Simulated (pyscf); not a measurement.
H₃Si–NH–SiH₃ + H₂S -> H₃Si–SH + H₂N–SiH₃ (four-centre exchange; singlet surface; N–Si, H–S broken, S–Si, H–N formed). Single points on ωB97X-D3(BJ)/def2-SVP structures (PySCF, gas phase). Energies in kcal/mol from the separated reactants.

```tsv
level	barrier	reaction energy
ωB97X-D3(BJ)/def2-TZVP	21.6	-1.0
PBE/def2-TZVP	18.8	-2.6
r²SCAN/def2-TZVP	20.4	-1.2
B3LYP-D3(BJ)/def2-TZVP	21.6	+0.2
PBE0-D3(BJ)/def2-TZVP	18.8	-1.6
M06-2X/def2-TZVP	22.8	+0.9
```

The functionals in the table span 4.0 kcal/mol in this barrier, from PBE0-D3(BJ) to M06-2X. On the product side the descent ends in a complex, 4.9 kcal/mol under the separated species and 27.4 kcal/mol under the saddle at ωB97X-D3(BJ)/def2-TZVP. One saddle was located; it need not be the lowest between these sides.
